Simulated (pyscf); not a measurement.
PySCF, gas phase, ωB97X-D3(BJ)/def2-SVP geometries.

Task: For the elementary gas-phase step O=Ti(F)–F + NH₃ → H₂N–Ti(OH)(F)–F (singlet surface; H–N broken, H–O, N–Ti formed), what barrier and reaction energy does PBE/def2-TZVP give, measured from the separated reactants?

Result: ΔE‡ = -13.7 kcal/mol, ΔE = -39.4 kcal/mol. ωB97M-D3(BJ)/def2-TZVP gives -10.7 kcal/mol and -41.5 kcal/mol. Zero-point energy shifts the barrier by -0.8 kcal/mol. It is an addition across a multiple bond or ene-type step, with an imaginary mode of 1646i cm⁻¹. On the reactant side the descent ends in an adduct with a N–Ti contact, 44.7 kcal/mol under the separated species and 32.2 kcal/mol under the saddle at ωB97X-D3(BJ)/def2-TZVP. At PBE the saddle lies under the separated reactants, which points to a path from their complex (located at ωB97X-D3(BJ) alone). What is counted as formed (N–Ti) is already present as a longer contact in the reactant adduct; forming that adduct is a step of its own. At the saddle there is also a short H–Ti contact that neither side keeps. This is the saddle that the search found; another between the same sides may lie lower.
